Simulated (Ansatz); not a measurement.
## [SiH3···H···O], triplet along the distance Si1-H5

Starting geometry:

| atom | x (Å) | y (Å) | z (Å) |
| --- | --- | --- | --- |
| Si | -0.9437 | 0.0000 | 0.0000 |
| H | -1.4385 | 1.3997 | 0.0000 |
| H | -1.4385 | -0.6999 | 1.2122 |
| H | -1.4385 | -0.6999 | -1.2122 |
| H | 0.5409 | 0.0000 | 0.0000 |
| O | 1.8943 | 0.0000 | 0.0000 |

From there H5 is moved from one fragment to the other while all else, the fragments' distance too, stays fixed; atoms are numbered as listed. Energies are in kcal/mol, counted from the starting geometry at the same level. Kohn–Sham curves are unrestricted where that lies lower.

Basis cc-pVDZ; Ansatz 0.2.0. Only valence electrons are correlated (noble-gas cores frozen). R marks a restricted (for open shells ROHF) determinant, U an unrestricted one.

For open shells CISD is restricted-active-space CI with the open shells as a complete middle space. A value is left out where its run failed or describes another state than the reference as far as symmetry and spin tell, or, spin-broken singlets apart, can't be checked.

Full CI isn't at hand for all of this; UCCSDT(Q) serves as the reference, and is uncertain by about the last step of the cluster series. The frozen core follows each run's orbitals, which can shift R against U totals by a few meV.

```json
{"distance Si1-H5 (Å)": "1.381", "UCCSDT(Q)": "2.7", "curve A": "6.4", "curve B": "1.2", "curve C": "-2.6", "curve D": "2.0"}
{"distance Si1-H5 (Å)": "1.485", "UCCSDT(Q)": "0.0", "curve A": "0.0", "curve B": "0.0", "curve C": "0.0", "curve D": "0.0"}
{"distance Si1-H5 (Å)": "1.537", "UCCSDT(Q)": "-0.6", "curve A": "-2.2", "curve B": "0.3", "curve C": "2.9", "curve D": "-0.6"}
{"distance Si1-H5 (Å)": "1.588", "UCCSDT(Q)": "-1.2", "curve A": "-3.9", "curve B": "0.2", "curve C": "5.8", "curve D": "-2.2"}
{"distance Si1-H5 (Å)": "1.640", "UCCSDT(Q)": "-2.2", "curve A": "-5.5", "curve B": "-0.9", "curve C": "7.6", "curve D": "-5.6"}
{"distance Si1-H5 (Å)": "1.692", "UCCSDT(Q)": "-3.7", "curve A": "-7.0", "curve B": "-2.6", "curve C": "6.6", "curve D": "-8.1"}
{"distance Si1-H5 (Å)": "1.744", "UCCSDT(Q)": "-5.4", "curve A": "-8.1", "curve B": "-4.6", "curve C": "3.6", "curve D": "-9.6"}
{"distance Si1-H5 (Å)": "1.796", "UCCSDT(Q)": "-6.8", "curve A": "–", "curve B": "-6.5", "curve C": "0.3", "curve D": "-11.0"}
{"distance Si1-H5 (Å)": "1.848", "UCCSDT(Q)": "-7.2", "curve A": "-7.7", "curve B": "-7.4", "curve C": "-2.2", "curve D": "-11.5"}
```

Question: The curves come from CISD, PBE, RHF, RMP2. Compare each with UCCSDT(Q) and say which is which.

Answer: A: PBE, B: CISD, C: RHF, D: RMP2. Spread of the error against UCCSDT(Q), over the points where both stand: A 7.0, B 3.0, C 15.7, D 4.4 kcal/mol. 

In so small a basis the reference is far from its limit while semilocal and hybrid functionals are nearer theirs, so the functionals' errors here hold much of the reference's basis and frozen-core error, which can add to them or hide them.
